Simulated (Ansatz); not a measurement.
I need a geometry optimisation of C3H4F2O, SMILES C=CC(O)(F)F. Use Ansatz's Python interface. Settings: PBE0, 6-31G* basis, multiplicity 1, D3BJ dispersion.

| atom | x (Å) | y (Å) | z (Å) |
| --- | --- | --- | --- |
| C | -0.2336 | -1.6341 | 0.3486 |
| C | -0.4276 | -0.2906 | 0.6323 |
| C | 0.0715 | 0.8805 | -0.1424 |
| O | 0.8974 | 0.5217 | -1.2804 |
| F | -0.8872 | 1.6917 | -0.5615 |
| F | 0.9400 | 1.6484 | 0.6217 |
| H | 0.2944 | -1.9102 | -0.5393 |
| H | -0.6755 | -2.3399 | 0.9638 |
| H | -0.9777 | 0.0033 | 1.5653 |
| H | 1.0815 | 1.3781 | -1.6053 |

`opt.py`:
```python
'''Relax the C3H4F2O molecule.'''

import ansatz
import numpy as np
import pandas as pd


def main() -> None:
    geometry_ang = [
        ('C', (-0.2336, -1.6341, 0.3486)),
        ('C', (-0.4276, -0.2906, 0.6323)),
        ('C', (0.0715, 0.8805, -0.1424)),
        ('O', (0.8974, 0.5217, -1.2804)),
        ('F', (-0.8872, 1.6917, -0.5615)),
        ('F', (0.94, 1.6484, 0.6217)),
        ('H', (0.2944, -1.9102, -0.5393)),
        ('H', (-0.6755, -2.3399, 0.9638)),
        ('H', (-0.9777, 0.0033, 1.5653)),
        ('H', (1.0815, 1.3781, -1.6053)),
    ]
    mol = ansatz.Crystal.molecule()
    for symbol, xyz in geometry_ang:
        mol = mol.atom(symbol, xyz)

    job = mol.calculation()
    job = job.basis(gaussian='6-31G*').functional('pbe0', dispersion='d3bj')
    symbols = [site.symbol for site in mol.cartesian_sites]
    start = np.array([site.position_ang for site in mol.cartesian_sites], dtype=float)
    def progress(event):
        if event['event'] == 'relax_step':
            row = event['data']
            print(f'step {row["step"]:3d}  E = {row["lagrangian_ev"]:.6f} eV  largest force component {row["allowed_force_max_ev_ang"]:.4f} eV/A')


    report = job.relax(force_tolerance=0.02, max_steps=100).session().plan().execute(on_event=progress).report
    end = np.array(report['positions_ang'])

    print(f'E = {report["free_energy_ev"]:.6f} eV = {report["free_energy_ev"] / 27.211386246:.7f} Ha')
    print('converged:', report['converged'], ' doubts:', report['published_state_doubts'] or 'none')

    print('final positions (A) and the move of each atom')
    for symbol, xyz, old in zip(symbols, end, start):
        print(f'{symbol:2s} {xyz[0]:10.5f} {xyz[1]:10.5f} {xyz[2]:10.5f}   {np.linalg.norm(xyz - old):7.4f}')

    charges = report['charge_distribution']
    table = pd.DataFrame({'atom': symbols, 'mulliken': charges['mulliken_charges_e'], 'lowdin': charges['lowdin_charges_e']})
    print(table.round(3).to_string())
    print('dipole (e A):', np.round(charges['dipole_moment_e_ang'], 4) + 0.0)
    with open('c3h4f2o_opt.xyz', 'w') as handle:
        handle.write(f'{len(symbols)}\nrelaxed C3H4F2O\n')
        handle.writelines(f'{s:2s} {x:11.6f} {y:11.6f} {z:11.6f}\n' for s, (x, y, z) in zip(symbols, end))


if __name__ == '__main__':
    main()
```

Output of `python opt.py`:
```text
step   1  E = -10644.831224 eV  largest force component 5.0602 eV/A
step   2  E = -10645.221781 eV  largest force component 1.6662 eV/A
step   3  E = -10645.269839 eV  largest force component 1.2852 eV/A
step   4  E = -10645.339942 eV  largest force component 0.5374 eV/A
step   5  E = -10645.347901 eV  largest force component 0.3035 eV/A
step   6  E = -10645.350396 eV  largest force component 0.1537 eV/A
step   7  E = -10645.353569 eV  largest force component 0.0292 eV/A
step   8  E = -10645.353611 eV  largest force component 0.0102 eV/A
E = -10645.353625 eV = -391.2095301 Ha
converged: True  doubts: none
final positions (A) and the move of each atom
C    -0.23623   -1.55188    0.32329    0.0861
C    -0.42124   -0.27999    0.65285    0.0240
C     0.11524    0.86884   -0.13420    0.0460
O     0.81304    0.46671   -1.22260    0.1161
F    -0.91078    1.69301   -0.50765    0.0588
F     0.89892    1.65283    0.66744    0.0616
H     0.33068   -1.82804   -0.56026    0.0922
H    -0.64736   -2.35359    0.92911    0.0467
H    -0.98508    0.01828    1.53254    0.0368
H     1.12601    1.26274   -1.67772    0.1433
  atom  mulliken  lowdin
0    C    -0.368  -0.206
1    C    -0.198  -0.196
2    C     0.754  -0.173
3    O    -0.610  -0.185
4    F    -0.298   0.002
5    F    -0.298   0.002
6    H     0.205   0.146
7    H     0.185   0.139
8    H     0.197   0.156
9    H     0.432   0.315
dipole (e A): [ 0.0534 -0.139  -0.0872]
```

`c3h4f2o_opt.xyz`, as written:
```text
10
relaxed C3H4F2O
C    -0.236233   -1.551884    0.323295
C    -0.421241   -0.279993    0.652846
C     0.115241    0.868842   -0.134198
O     0.813038    0.466711   -1.222595
F    -0.910778    1.693006   -0.507653
F     0.898919    1.652832    0.667439
H     0.330678   -1.828040   -0.560256
H    -0.647358   -2.353595    0.929108
H    -0.985075    0.018280    1.532536
H     1.126009    1.262741   -1.677722
```

What to keep in mind:
- Total energies depend on the basis set; only differences at equal settings carry meaning.
- The end point is the stationary point reached from this start; no frequency run checks that it is a minimum, and the basis set is modest.
- The Löwdin charges here are taken after orthogonalising the functions within each atom; they differ from plain Löwdin charges, and their signs can be unphysical.
- The whole script took 29 s on 1 thread of Intel(R) Xeon(R) Platinum 8488C (Sapphire Rapids), with other jobs on the host, peak memory 0.33 GiB.
